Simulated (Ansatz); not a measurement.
`N[SiH2]F` → NH₃ + `F[SiH]` at 600 K and 1 bar (silylene formation by 1,1-elimination).

Calculated with Ansatz (gas phase, PBE0-D4/def2-TZVP geometries, no zero-point term in ΔE). CCSD(T)/CBS is the MP2 limit (def2-TZVPP, def2-QZVPP) plus CCSD(T) − MP2 in def2-TZVPP, frozen cores. This one scheme is used for every species. One conformer a species, not always the lowest.

| species | CCSD(T)/CBS energy (Eh) | H − E (kJ/mol) | S (J/(mol·K)) |
| --- | --- | --- | --- |
| `N[SiH2]F` | -446.07709 | 163.0 | 343.3 |
| NH₃ | -56.50880 | 112.4 | 219.5 |
| `F[SiH]` | -389.46371 | 45.2 | 268.7 |

H − E and S are ideal-gas, rigid-rotor, harmonic terms from PBE0-D4/def2-TZVP, for one conformer and one mirror image of each species. 1 Eh = 2625.50 kJ/mol, R = 8.31446 J/(mol·K).

**Question.** By hand: ΔE, ΔH, ΔS and ΔG.

**Answer.** ΔE = (-56.50880) + (-389.46371) − (-446.07709) = 0.10458 Eh = 274.6 kJ/mol. Δ(H − E) = 112.4 + 45.2 − 163.0 = -5.4, so ΔH = 269.2 kJ/mol. ΔS = 219.5 + 268.7 − 343.3 = 144.9 J/(mol·K). ΔG = 269.2 − 600 × (144.9)/1000 = 182.3 kJ/mol.

**Question.** By hand: the equilibrium constant, and the temperature at which ΔG would vanish if ΔH and ΔS stayed fixed.

**Answer.** log₁₀ K = −ΔG/(RT ln 10) = -15.9. ΔG = 0 at ΔH/ΔS = 1858 K.

The number of gas molecules changes by +1, which sets the sign of ΔS. A doubt of 5 kJ/mol in ΔE shifts log₁₀ K by 0.4 here. Other conformers and mirror images would add mixing entropy, several J/(mol·K) or more a flexible species. These are equilibria of isolated gas molecules and say nothing of rates. Largest T1 diagnostic: 0.015 (customary marks: 0.02 for closed shells, 0.045 for open ones).
